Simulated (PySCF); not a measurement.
# A thermochemical cycle for O2

r²SCAN in PySCF with def2-TZVPPD on every atom, for the lowest determinant that a PBE0 search found; no spin–orbit coupling. O2, a triplet (π ↑↑), has De = 5.62 eV to neutral atoms, and O₂⁺, a doublet (π ↑), has De = 6.86 eV to O⁺ + O.

The adiabatic ionisation energy of O2, between the minima, is 12.45 eV.

Question: Which ionisation energy of the O atom does this level give?

Answer: IE(O) = IE(molecule) + De(ion) − De(neutral) = 12.45 + 6.86 − 5.62 = 13.69 eV; the measured value is 13.618 eV (NIST ASD).

States were picked by a PBE0 search and need not be the measured ground states.
